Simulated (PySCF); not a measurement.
Question: Give a GFN2-xTB geometry of `CCS(=O)(=O)O`.

Answer: 
Z-matrix in Å and degrees, rows numbered from 1:
```
C 
C   1  1.5080
S   2  1.8002  1  106.88
O   3  1.4246  2  110.08  1   -50.72
O   3  1.4329  2  110.97  1   175.77
O   3  1.6213  2  100.25  1    63.87
H   1  1.0867  2  109.76  3   -61.21
H   1  1.0870  2  109.08  3    57.18
H   1  1.0881  2  111.47  3   177.84
H   2  1.0846  1  113.81  3   116.86
H   2  1.0855  1  112.92  3  -116.45
H   6  0.9582  3  108.71  2   122.35
```

O6 (hydroxyl oxygen) is bent (angle 108.7°). S3 (sulfonyl sulfur) is distorted tetrahedral (angles from 100.3° to 118.7°). Of the pairs four or more bonds apart, O6···H7 is among the closest relative to their van der Waals radii: 2.55 Å, 94 % of the sum of Bondi's values. The 3 O–S bonds span 1.425 Å (S3=O4, drawn double) to 1.621 Å (S3–O6, drawn single), a spread of 0.196 Å.

Structure optimised with GFN2-xTB, isolated species.

Point group: C1 (no symmetry element, even within 0.4 Å). No GFN2-xTB frequencies stand behind this structure, so it isn't proved a minimum. One conformer, not necessarily the lowest (C1–C2–S3–O4 -51°, C2–S3–O6–H 122°).

These are computed values.
